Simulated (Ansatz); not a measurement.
NO, SMILES `[N]=O` radical. The species carries charge 0 and has multiplicity 2. The geometry is a stationary point of PBE0-D4/def2-TZVP.

```xyz
2

N    -0.483   -0.222    0.205
O     0.483    0.222   -0.205
```

(1) What is the dipole moment at ωB97M-V/def2-TZVPP? (Estimate.)

(2) And with PBE, r2SCAN, B3LYP? (An estimate is asked.)

(3) Give the Mulliken charges with ωB97M-V, PBE, r2SCAN in def2-TZVPP. (Best estimate.)

## Answers

(1) The calculation gave: 0.14 D, with components (0.12, 0.06, -0.05) D in this frame, pointing from negative to positive charge.

(2) Ansatz gave: PBE 0.25 D, r2SCAN 0.18 D, B3LYP 0.14 D.

(3) The calculation gave: 
| atom | ωB97M-V | PBE | r2SCAN |
| --- | --- | --- | --- |
| N1 | 0.06 | 0.02 | 0.07 |
| O2 | -0.06 | -0.02 | -0.07 |

B3LYP here is the variant with VWN-RPA as its local correlation; programs differ in this.
